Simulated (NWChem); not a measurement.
**One shape, several levels: H2O (water)**

Aim: a comparison of 6 runs (HF/STO-3G, HF/aug-cc-pVTZ, B3LYP/6-31G*, M06-2X/cc-pVDZ, PBE0/6-311G**, MP2/aug-cc-pVTZ) of H2O (water). 

The calculation is run with NWChem 7.3.0.

## Step 1: The molecule

H2O has 3 atoms, charge 0, and is taken as a singlet. As SMILES, `O`. The coordinates come from a PBE0-D4/def2-TZVP relaxation.

Bond lengths: O1–H2 0.960 Å, O1–H3 0.960 Å. Angles: H2–O1–H3 105.1°.

## Step 2: Energy and gradient at HF/STO-3G (run 1)

Input file nw.nw:

```
echo
start nw
title "H2O gradient"
memory 2200 mb

geometry units au noautosym nocenter noautoz
  O   -0.57202010   0.37832317  -0.26569549
  H    0.88155724   1.03632581   0.59583065
  H   -0.30953714  -1.41464898  -0.33013515
end

basis spherical bse
  O library STO-3G
  H library STO-3G
end

scf
  thresh 1e-08
  maxiter 80
  noprint "final vectors analysis"
end

task scf gradient
```

Started as:

```console
nwchem nw.nw > nw.out
```

Log:

```text
[...]
  functions       =     7
[...]
  wavefunction    = RHF
[...]
         Total SCF energy =    -74.963071964208
      One-electron energy =   -122.333767603301
      Two-electron energy =     38.199394901259
 Nuclear repulsion energy =      9.171300737834
        Time for solution =      0.0s
[...]
                         RHF ENERGY GRADIENTS
    atom               coordinates                        gradient
                 x          y          z           x          y          z
   1 O      -0.572020   0.378323  -0.265695    0.046922  -0.031091   0.021788
   2 H       0.881557   1.036326   0.595831   -0.031941  -0.001947  -0.017492
   3 H      -0.309537  -1.414649  -0.330135   -0.014981   0.033038  -0.004296
[...]
```

It took 0.52 s on 1 thread of AMD EPYC 9R45 (Zen 5), shared host; peak memory 0.099 GiB.

## Step 3: Energy and gradient at HF/aug-cc-pVTZ (run 2)

Input file h2o.nw:

```
start h2o
memory 2200 mb

geometry units angstrom noautosym nocenter noautoz
   O       -0.302700       0.200200      -0.140600
   H        0.466500       0.548400       0.315300
   H       -0.163800      -0.748600      -0.174700
end

basis spherical bse
   O library aug-cc-pVTZ
   H library aug-cc-pVTZ
end

scf
   thresh 1e-08
   maxiter 80
end

task scf gradient
```

Started as:

```console
nwchem h2o.nw > h2o.out
```

Log:

```text
[...]
  functions       =    92
[...]
  wavefunction    = RHF
[...]
         Total SCF energy =    -76.060475499349
      One-electron energy =   -123.002588957690
      Two-electron energy =     37.770812039571
 Nuclear repulsion energy =      9.171301418770
        Time for solution =      4.4s
[...]
                         RHF ENERGY GRADIENTS
    atom               coordinates                        gradient
                 x          y          z           x          y          z
   1 O      -0.572020   0.378323  -0.265695   -0.019988   0.013182  -0.009289
   2 H       0.881557   1.036326   0.595831    0.016257   0.006269   0.009510
   3 H      -0.309537  -1.414649  -0.330135    0.003731  -0.019451  -0.000221
[...]
```

Wall time 6.6 s (1 thread of AMD EPYC 9R45 (Zen 5), shared host); peak memory 0.11 GiB.

Runs 3 to 5 aren't shown in full; the table further down has their settings and results.

## Step 4: Energy and gradient at MP2/aug-cc-pVTZ (run 6)

Input file geom.xyz:

```xyz
3

O     -0.302700     0.200200    -0.140600
H      0.466500     0.548400     0.315300
H     -0.163800    -0.748600    -0.174700
```

Input file geom.nw:

```
start geom
memory stack 880 mb heap 220 mb global 1100 mb
geometry units angstroms noautosym nocenter noautoz
   load geom.xyz
end
basis spherical bse
   O library aug-cc-pVTZ
   H library aug-cc-pVTZ
end
scf
   thresh 1e-08
   maxiter 80
end
mp2
   freeze core 1
   tight
end
task mp2 gradient
```

Started as:

```console
nwchem geom.nw > geom.out
```

Log:

```text
[...]
  functions       =    92
[...]
  wavefunction    = RHF
[...]
         Total SCF energy =    -76.060475499338
      One-electron energy =   -123.002588957664
      Two-electron energy =     37.770812039557
 Nuclear repulsion energy =      9.171301418770
        Time for solution =      4.4s
[...]
          Total MP2 energy           -76.328968316160
[...]
                         mp2 ENERGY GRADIENTS
    atom               coordinates                        gradient
                 x          y          z           x          y          z
   1 O      -0.572020   0.378323  -0.265695    0.002860  -0.001931   0.001324
   2 H       0.881557   1.036326   0.595831   -0.001529   0.000733  -0.000742
   3 H      -0.309537  -1.414649  -0.330135   -0.001331   0.001198  -0.000582
[...]
```

It took 13 s on 1 thread of AMD EPYC 9R45 (Zen 5), shared host; peak memory 0.19 GiB.

## Step 5: Overview of the runs

| run | level | Cartesian functions | iteration cap | energy (Eh) | dipole moment (D) | largest force (eV/Å) | wall time |
| --- | --- | --- | --- | --- | --- | --- | --- |
| 1 | HF/STO-3G | no | 80 | -74.963072 | 1.72 | 3.104 | 0.52 s |
| 2 | HF/aug-cc-pVTZ | no | 80 | -76.060475 | 1.98 | 1.321 | 6.6 s |
| 3 | B3LYP/6-31G* (Cartesian functions) | yes | 100 | -76.408771 | 2.07 | 0.667 | 1.5 s |
| 4 | M06-2X/cc-pVDZ | no | 100 | -76.388632 | 1.95 | 0.532 | 2.2 s |
| 5 | PBE0/6-311G** | no | 100 | -76.362406 | 2.07 | 0.143 | 1.7 s |
| 6 | MP2/aug-cc-pVTZ | no | 80 | -76.328968 | 1.84 | 0.190 | 13 s |

## Step 6: What came out

| quantity | value |
| --- | --- |
| run 6: total energy | -76.32897 Eh |
| run 6: dipole moment (of the density that the program reports) | 1.84 D |
| run 6: HOMO energy (Hartree–Fock orbitals) | -13.88 eV |
| run 6: LUMO energy (Hartree–Fock orbitals) | 0.80 eV |
| run 6: HOMO–LUMO gap (Hartree–Fock orbitals) | 14.68 eV |
| run 6: correlation energy (1 core orbital frozen) | -268.5 mEh |
| run 6: largest force on an atom | 0.190 eV/Å |

The dipole moment (its size) runs from 1.72 D (HF/STO-3G) to 2.07 D (B3LYP/6-31G*). The two ends differ in method and basis. Over runs 2, 3, 4, 5 the HOMO–LUMO gap runs from 9.71 eV (B3LYP/6-31G*) to 14.68 eV (HF/aug-cc-pVTZ). Totals of different functionals can't be ranked against each other. In run 1 the basis is minimal, so the values are rough. All runs together took 25 s, the longest 13 s.
